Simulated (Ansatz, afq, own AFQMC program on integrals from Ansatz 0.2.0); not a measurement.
Integrals from Ansatz 0.2.0, then the random walk in our own AFQMC program (afq).

```yaml
crystal:
  periodic: [false, false, false]
  atoms:
    - {symbol: Si, position_ang: [0.000000, 0.000000, 0.000000]}
    - {symbol: H, position_ang: [0.000000, 0.000000, 4.974000]}
basis:
  gaussian: {orbitals: cc-pVTZ}
magnetization: {spin_polarized: true, initial_magnetization: 3}
correlation: {method: ccsd_t, electrons: outside_noble_gas, hamiltonian_folder: ham}
```

```sh
$ ansatz run in.yaml --threads 1 --pin off --events-out ev --progress --plain --max-ram 16896MiB --backend cuda --devices 0, --max-vram 18GiB
```

afq runs on the folder ham with

```
--method phaseless --trial cisd --walkers 4000 --populations 20 --least-time 60 --time-step 0.005 --steps-per-block 50 --equilibration-blocks 40 --max-blocks 4000 --target-error 0.00027 --factor-cut 1e-05 --start spin_pure --seed 5333 --release-times 0.24,0.51,0.99,1.62,2.4 --release-step 0.03 --release-every 3 --taylor-order 6
```

Times are imaginary, in 1/Eh. The walk had a cap of 130 s. With eight or more populations the least sampling time is a fifth of least-time, and the error comes from their spread.

afq prints:

```
orbitals 43  electrons 4 1  factors 252 of 270
reference energy -289.35624681 Eh
CCSD correlation -0.07427850 Eh in 8 cycles, weight of the determinant in the CISD state 0.9325
energy of the start -289.430439 Eh
 block  time / (1/Eh)  mean weight  energy / Eh
     1     0.250  1.0001  -289.430600
     2     0.500  1.0000  -289.430993
     3     0.750  0.9998  -289.431413
     4     1.000  1.0001  -289.431790
     5     1.250  0.9999  -289.432150
     7     1.750  0.9999  -289.432812
     9     2.250  1.0001  -289.433245
    11     2.750  1.0000  -289.433148
    15     3.750  1.0000  -289.433195
    19     4.750  1.0001  -289.433545
    23     5.750  1.0001  -289.433550
    27     6.750  0.9999  -289.433420
    31     7.750  1.0001  -289.433579
    35     8.750  0.9998  -289.433473
    39     9.750  1.0000  -289.433430
    43    10.750  0.9999  -289.433326
    47    11.750  0.9999  -289.433372
    51    12.750  1.0002  -289.433587
    55    13.750  1.0002  -289.433393
    57    14.250  0.9998  -289.433794
    59    14.750  1.0000  -289.433683
    63    15.750  1.0001  -289.433480
    67    16.750  1.0002  -289.433548
    71    17.750  1.0001  -289.433315
    75    18.750  1.0000  -289.433442
    79    19.750  1.0003  -289.433293
    83    20.750  1.0002  -289.433240
    87    21.750  0.9999  -289.433385
    89    22.250  1.0001  -289.433476
error from the spread of 20 populations
released: time / (1/Eh)  energy / Eh  error  mean overlap
  0.24  -289.433511  0.000034  0.9994
  0.51  -289.428910  0.004633  0.9989
  0.99  -289.434723  0.001076  0.9981
  1.62  -289.433765  0.000095  0.9975
  2.40  -289.433709  0.000028  0.9970
energy -289.433438 +/- 0.000030 Eh
(rows thinned)
```

The run passed its tests (sampling time, drift between the halves within three errors, error under three times the target), which doesn't prove that it has relaxed.

Against this walk (error 0.8 meV) on the same determinant: CCSD(T) 12.6 meV higher, CCSDT(Q) 9.2 meV lower, CCSDTQ 9.6 meV lower, full CI 9.6 meV lower. The error is statistical and leaves out the bias of the constraint. The released energies have errors that jump between times, so the bars are unsure (meV from the phaseless value at times in 1/Eh: -2.0 ± 0.9 at 0.24, 123 ± 126 at 0.51, -35 ± 29 at 0.99, -9 ± 3 at 1.62, -7.4 ± 0.8 at 2.40), so they give no level; they do show a bias of the constraint, and the last of them that isn't too noisy lies 2 meV above full CI. Full CI is exact here, so the walk's 10 meV above it is the walk's own error: the bias of the constraint with this trial.

Cautions: constraint bias not in the error; lower spins were not checked.

The walk took 62 s on 1 × NVIDIA H100 80GB HBM3 with 2 threads of AMD EPYC 7R13 Processor (Zen 3), with other jobs on the host (the card was shared). The log's last line is the phaseless energy.

CCSDT and higher add their correlation energy to the determinant of the CCSD(T) run, since their own runs factorise the integrals more tightly (a shift of under 2 meV). A walk keeps the symmetry of its determinant, which the program's search chose and which needn't be the lowest solution, so a lower state of the same spin and another symmetry isn't excluded.
